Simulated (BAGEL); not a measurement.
# One shape, several levels: doublet [Si3H6]+

Aim: a comparison of 3 runs (ROHF/6-31G*, UHF/6-31G*, ROHF/cc-pVDZ) of doublet [Si3H6]+. 

The results are computed with BAGEL 1.2.2.

## (1) The structure to begin with

The species is [Si3H6]+ (9 atoms), meant as a doublet with charge +1. SMILES of the parent species: `[SiH2]1[SiH2][SiH2]1`. The coordinates come from a PBE0-D4/def2-TZVP relaxation. That shape belongs to the parent species and isn't relaxed for this state.

Bond lengths: Si1–Si2 2.330 Å, Si1–Si3 2.330 Å, Si2–Si3 2.330 Å, Si1–H4 1.484 Å, Si1–H5 1.484 Å, Si2–H6 1.484 Å, Si2–H7 1.484 Å, Si3–H8 1.484 Å, Si3–H9 1.484 Å. Some angles: Si1–Si2–Si3 60.0°, Si2–Si1–Si3 60.0°, Si1–Si3–Si2 60.0°, Si1–Si2–H6 118.6°, Si1–Si2–H7 118.5°, Si3–Si2–H6 118.6°, Si3–Si2–H7 118.5°, Si2–Si1–H4 118.5°, Si2–Si1–H5 118.5°, Si3–Si1–H4 118.5°.

## (2) A single-point energy at ROHF/6-31G(d) (density fitting with qzvpp-jkfit, spherical functions) (run 1)

Input file hf.json:

```json
{ "bagel": [

{
  "title": "molecule",
  "basis": "6-31gs.json",
  "df_basis": "qzvpp-jkfit",
  "angstrom": true,
  "geometry": [
    { "atom": "Si", "xyz": [      -1.199300,      -0.172100,      -0.584000 ] },
    { "atom": "Si", "xyz": [       0.903000,       0.831000,      -0.550500 ] },
    { "atom": "Si", "xyz": [       0.296900,      -0.660200,       1.133600 ] },
    { "atom": "H", "xyz": [      -1.471300,      -1.214000,      -1.604800 ] },
    { "atom": "H", "xyz": [      -2.386800,       0.661400,      -0.273000 ] },
    { "atom": "H", "xyz": [       1.910400,       0.400500,      -1.551100 ] },
    { "atom": "H", "xyz": [       0.993300,       2.274300,      -0.218200 ] },
    { "atom": "H", "xyz": [       0.935100,      -1.999400,       1.160100 ] },
    { "atom": "H", "xyz": [       0.018700,      -0.121600,       2.487900 ] }
  ]
},

{ "title": "rohf", "charge": 1, "nopen": 1 },

{ "title": "print", "file": "orbitals.molden", "orbitals": true }

]}
```

The basis set 6-31G* is read from a file made from the Basis Set Exchange's data (not shown).

Run with:

```
$ BAGEL_NUM_THREADS=1 BAGEL hf.json > hf.out
```

Log:

```text
* using 1 threads per process

  ===============================================================
  ===============================================================

  *** Geometry ***

  { "atom" : "Si", "xyz" : [     -2.266349,     -0.325222,     -1.103600 ] },
  { "atom" : "Si", "xyz" : [      1.706423,      1.570362,     -1.040294 ] },
  { "atom" : "Si", "xyz" : [      0.561060,     -1.247597,      2.142194 ] },
  { "atom" : "H", "xyz" : [     -2.780354,     -2.294128,     -3.032632 ] },
  { "atom" : "H", "xyz" : [     -4.510398,      1.249865,     -0.515895 ] },
  { "atom" : "H", "xyz" : [      3.610133,      0.756835,     -2.931154 ] },
  { "atom" : "H", "xyz" : [      1.877065,      4.297804,     -0.412338 ] },
  { "atom" : "H", "xyz" : [      1.767083,     -3.778318,      2.192271 ] },
  { "atom" : "H", "xyz" : [      0.035338,     -0.229791,      4.701450 ] },

  Number of auxiliary basis functions:      492

  Since a DF basis is specified, we compute 2- and 3-index integrals:
    o Being stored without compression. Storage requirement is 0.017 GB

  Number of basis functions:       66
  Number of electrons      :       48

    * METHOD: MOLECULE                             0.23

  *** Open-shell HF ***

  === Nuclear Repulsion ===
   192.6106981770

      * DIIS with orbital gradients will be used.

  === ROHF iteration (6-31gs.json) ===
      0       -869.77519952          0.02264287           0.10
      1       -869.86745159          0.00879755           0.09
      2       -869.87677390          0.00269878           0.09
      3       -869.87809440          0.00110296           0.09
      4       -869.87841619          0.00036563           0.10
      5       -869.87851473          0.00012130           0.10
      6       -869.87855020          0.00004220           0.12
      7       -869.87856065          0.00002052           0.10
      8       -869.87856286          0.00001419           0.10
      9       -869.87856371          0.00001304           0.09
     10       -869.87856412          0.00001156           0.09
     11       -869.87856502          0.00000735           0.09
     12       -869.87856563          0.00000388           0.10
     13       -869.87856588          0.00000173           0.10
     14       -869.87856576          0.00000105           0.10
     15       -869.87856578          0.00000041           0.10
     16       -869.87856577          0.00000019           0.10
     17       -869.87856575          0.00000011           0.12
     18       -869.87856575          0.00000005           0.10
     19       -869.87856575          0.00000002           0.10
     20       -869.87856575          0.00000001           0.10
     21       -869.87856575          0.00000001           0.09
    * SCF iteration converged.

    * S^2 (ROHF) is 0.7500

    * Permanent dipole moment:
           (   -0.388993,    -0.054482,    -0.188292) a.u.

    * METHOD: ROHF                                 2.32

    * METHOD: PRINT                                0.02

  ===============================================================
```

Run time: 2.8 s. Hardware: 1 thread of AMD EPYC 7B13 (Zen 3), shared host; peak memory 0.1 GiB.

## (3) The energy at UHF/6-31G(d) (density fitting with qzvpp-jkfit, spherical functions) (run 2)

Input file input.json:

```json
{ "bagel" : [

{
  "title" : "molecule",
  "basis" : "6-31gs.json",
  "df_basis" : "qzvpp-jkfit",
  "angstrom" : true,
  "geometry" : [
    { "atom" : "Si", "xyz" : [      -1.199300,      -0.172100,      -0.584000 ] },
    { "atom" : "Si", "xyz" : [       0.903000,       0.831000,      -0.550500 ] },
    { "atom" : "Si", "xyz" : [       0.296900,      -0.660200,       1.133600 ] },
    { "atom" : "H", "xyz" : [      -1.471300,      -1.214000,      -1.604800 ] },
    { "atom" : "H", "xyz" : [      -2.386800,       0.661400,      -0.273000 ] },
    { "atom" : "H", "xyz" : [       1.910400,       0.400500,      -1.551100 ] },
    { "atom" : "H", "xyz" : [       0.993300,       2.274300,      -0.218200 ] },
    { "atom" : "H", "xyz" : [       0.935100,      -1.999400,       1.160100 ] },
    { "atom" : "H", "xyz" : [       0.018700,      -0.121600,       2.487900 ] }
  ]
},

{ "title" : "uhf", "charge" : 1, "nopen" : 1 },

{ "title" : "print", "file" : "orbitals.molden", "orbitals" : true }

]}
```

The basis set 6-31G* is read from a file made from the Basis Set Exchange's data (not shown).

Run with:

```
$ BAGEL_NUM_THREADS=1 BAGEL input.json > input.out
```

Log:

```text
* using 1 threads per process

  ===============================================================
  ===============================================================

  *** Geometry ***

  { "atom" : "Si", "xyz" : [     -2.266349,     -0.325222,     -1.103600 ] },
  { "atom" : "Si", "xyz" : [      1.706423,      1.570362,     -1.040294 ] },
  { "atom" : "Si", "xyz" : [      0.561060,     -1.247597,      2.142194 ] },
  { "atom" : "H", "xyz" : [     -2.780354,     -2.294128,     -3.032632 ] },
  { "atom" : "H", "xyz" : [     -4.510398,      1.249865,     -0.515895 ] },
  { "atom" : "H", "xyz" : [      3.610133,      0.756835,     -2.931154 ] },
  { "atom" : "H", "xyz" : [      1.877065,      4.297804,     -0.412338 ] },
  { "atom" : "H", "xyz" : [      1.767083,     -3.778318,      2.192271 ] },
  { "atom" : "H", "xyz" : [      0.035338,     -0.229791,      4.701450 ] },

  Number of auxiliary basis functions:      492

  Since a DF basis is specified, we compute 2- and 3-index integrals:
    o Being stored without compression. Storage requirement is 0.017 GB

  Number of basis functions:       66
  Number of electrons      :       48

    * METHOD: MOLECULE                             0.23

  *** Open-shell HF ***

  === Nuclear Repulsion ===
   192.6106981770

      * DIIS with orbital gradients will be used.

  === UHF iteration (6-31gs.json) ===
      0       -869.77519952          0.02264287           0.10
      1       -869.87010750          0.00867448           0.10
      2       -869.87950717          0.00256348           0.10
      3       -869.88067254          0.00096007           0.10
      4       -869.88093499          0.00024757           0.10
      5       -869.88097507          0.00008666           0.10
      6       -869.88098110          0.00003315           0.12
      7       -869.88098219          0.00001443           0.09
      8       -869.88098245          0.00000521           0.09
      9       -869.88098250          0.00000409           0.09
     10       -869.88098253          0.00000395           0.09
     11       -869.88098256          0.00000386           0.09
     12       -869.88098264          0.00000370           0.09
     13       -869.88098288          0.00000310           0.09
     14       -869.88098315          0.00000246           0.10
     15       -869.88098325          0.00000203           0.10
     16       -869.88098336          0.00000123           0.10
     17       -869.88098339          0.00000053           0.14
     18       -869.88098339          0.00000023           0.10
     19       -869.88098339          0.00000012           0.09
     20       -869.88098339          0.00000005           0.09
     21       -869.88098339          0.00000003           0.09
     22       -869.88098339          0.00000002           0.10
     23       -869.88098339          0.00000001           0.09
     24       -869.88098339          0.00000001           0.09
     25       -869.88098339          0.00000001           0.09
    * SCF iteration converged.

    * S^2 (UHF) is 0.7616

    * Permanent dipole moment:
           (   -0.376728,    -0.052678,    -0.182387) a.u.

    * METHOD: UHF                                  2.66

    * METHOD: PRINT                                0.02

  ===============================================================
```

Wall time 3.3 s (1 thread of AMD EPYC 7B13 (Zen 3), shared host); peak memory 0.1 GiB.

## (4) A single-point energy at ROHF/cc-pVDZ (density fitting with qzvpp-jkfit) (run 3)

Input file job.json:

```json
{ "bagel": [

{
  "title": "molecule",
  "basis": "cc-pvdz.json",
  "df_basis": "qzvpp-jkfit",
  "angstrom": true,
  "geometry": [
    { "atom": "Si", "xyz": [      -1.199300,      -0.172100,      -0.584000 ] },
    { "atom": "Si", "xyz": [       0.903000,       0.831000,      -0.550500 ] },
    { "atom": "Si", "xyz": [       0.296900,      -0.660200,       1.133600 ] },
    { "atom": "H", "xyz": [      -1.471300,      -1.214000,      -1.604800 ] },
    { "atom": "H", "xyz": [      -2.386800,       0.661400,      -0.273000 ] },
    { "atom": "H", "xyz": [       1.910400,       0.400500,      -1.551100 ] },
    { "atom": "H", "xyz": [       0.993300,       2.274300,      -0.218200 ] },
    { "atom": "H", "xyz": [       0.935100,      -1.999400,       1.160100 ] },
    { "atom": "H", "xyz": [       0.018700,      -0.121600,       2.487900 ] }
  ]
},

{ "title": "rohf", "charge": 1, "nopen": 1 },

{ "title": "print", "file": "orbitals.molden", "orbitals": true }

]}
```

The basis set cc-pVDZ is read from a file made from the Basis Set Exchange's data (not shown).

Run with:

```
$ BAGEL_NUM_THREADS=1 BAGEL job.json > job.out
```

Log:

```text
* using 1 threads per process

  ===============================================================
  ===============================================================

  *** Geometry ***

  { "atom" : "Si", "xyz" : [     -2.266349,     -0.325222,     -1.103600 ] },
  { "atom" : "Si", "xyz" : [      1.706423,      1.570362,     -1.040294 ] },
  { "atom" : "Si", "xyz" : [      0.561060,     -1.247597,      2.142194 ] },
  { "atom" : "H", "xyz" : [     -2.780354,     -2.294128,     -3.032632 ] },
  { "atom" : "H", "xyz" : [     -4.510398,      1.249865,     -0.515895 ] },
  { "atom" : "H", "xyz" : [      3.610133,      0.756835,     -2.931154 ] },
  { "atom" : "H", "xyz" : [      1.877065,      4.297804,     -0.412338 ] },
  { "atom" : "H", "xyz" : [      1.767083,     -3.778318,      2.192271 ] },
  { "atom" : "H", "xyz" : [      0.035338,     -0.229791,      4.701450 ] },

  Number of auxiliary basis functions:      492

  Since a DF basis is specified, we compute 2- and 3-index integrals:
    o Being stored without compression. Storage requirement is 0.028 GB

  Number of basis functions:       84
  Number of electrons      :       48

    * METHOD: MOLECULE                             0.24

  *** Open-shell HF ***

  === Nuclear Repulsion ===
   192.6106981770

      * DIIS with orbital gradients will be used.

  === ROHF iteration (cc-pvdz.json) ===
      0       -869.84942072          0.01657052           0.14
      1       -869.92352667          0.00556793           0.13
      2       -869.93094004          0.00212635           0.13
      3       -869.93227753          0.00069142           0.13
      4       -869.93252141          0.00033650           0.13
      5       -869.93259159          0.00007934           0.13
      6       -869.93264152          0.00002200           0.13
      7       -869.93264974          0.00001078           0.13
      8       -869.93265172          0.00000860           0.13
      9       -869.93265177          0.00000764           0.13
     10       -869.93265198          0.00000630           0.13
     11       -869.93265216          0.00000351           0.13
     12       -869.93265233          0.00000139           0.17
     13       -869.93265239          0.00000069           0.12
     14       -869.93265238          0.00000033           0.12
     15       -869.93265236          0.00000016           0.13
     16       -869.93265237          0.00000006           0.12
     17       -869.93265236          0.00000004           0.12
     18       -869.93265236          0.00000002           0.12
     19       -869.93265236          0.00000001           0.12
    * SCF iteration converged.

    * S^2 (ROHF) is 0.7500

    * Permanent dipole moment:
           (   -0.344506,    -0.048380,    -0.166867) a.u.

    * METHOD: ROHF                                 2.75

    * METHOD: PRINT                                0.03

  ===============================================================
```

Wall time 3.3 s (1 thread of AMD EPYC 7B13 (Zen 3), shared host); peak memory 0.12 GiB.

## (5) Overview of the runs

```csv
run,level,energy (Eh),⟨S²⟩,wall time
1,"ROHF/6-31G* (density fitting with qzvpp-jkfit, spherical functions)",-869.878566,0.750,2.8 s
2,"UHF/6-31G* (density fitting with qzvpp-jkfit, spherical functions)",-869.880983,0.762,3.3 s
3,ROHF/cc-pVDZ (density fitting with qzvpp-jkfit),-869.932652,0.750,3.3 s
```

## (6) What came out

| quantity | value |
| --- | --- |
| run 3: total energy | -869.93265 Eh |
| run 3: ⟨S²⟩ | 0.750 |

Over the runs the total energy spans 1.472 eV. All runs together took 9.5 s, the longest 3.3 s.
